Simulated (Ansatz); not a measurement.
Geometry optimisation, RKS PBE0-D4/6-31G (Ansatz 0.2.0).

input.yaml

```yaml
crystal:
  periodic: [false, false, false]
  atoms:
    - { symbol: B, position_ang: [0.0, 0.0, 0.0] }
    - { symbol: H, position_ang: [0.0, 0.0, 1.19] }
    - { symbol: C, position_ang: [1.3856, 0.0, -0.8] }
    - { symbol: H, position_ang: [1.7152, -1.0462, -0.9702] }
    - { symbol: H, position_ang: [1.2491, 0.508, -1.7774] }
    - { symbol: H, position_ang: [2.1552, 0.5381, -0.2082] }
    - { symbol: Cl, position_ang: [-1.6108, 0.0, -0.93] }
basis:
  gaussian: { orbitals: "6-31G" }
hamiltonian:
  xc: pbe0
  dispersion: d4
relax:
  f_tol: 0.02
  max_steps: 40
```

Command:

```bash
$ ansatz run input.yaml --threads 1 --pin off --max-ram 2048MiB --backend cpu --events-out ev --progress --plain --runs-dir out
```

Question: Where does it end, and by what steps?

Answer: It converged. Limits of this set-up: no polarisation functions. After 12 steps the energy has fallen by 0.120 eV; H2 moved furthest, 0.27 Å.

```tsv
step	energy less start (eV)	largest force component (eV/Å)	accepted
0	0.0000	1.074	yes
1	-0.1014	0.461	yes
2	-0.1130	0.224	yes
3	-0.1139	0.174	yes
4	-0.1155	0.041	yes
5	-0.1170	0.064	yes
6	-0.1183	0.102	yes
7	-0.1075	0.487	no
8	-0.1188	0.041	yes
9	-0.1192	0.078	yes
10	-0.1193	0.066	yes
11	-0.1179	0.145	no
12	-0.1197	0.013	yes
```

```xyz
7
Properties=species:S:1:pos:R:3
B 0.023 -0.031 -0.025
H -0.056 -0.260 1.141
C 1.353 0.017 -0.815
H 1.822 -0.979 -0.779
H 1.253 0.315 -1.861
H 2.063 0.690 -0.314
Cl -1.563 0.248 -0.843
```

Run time: 19 s on 1 thread of Arm Neoverse V1, on a shared host, peak memory 0.12 GiB.
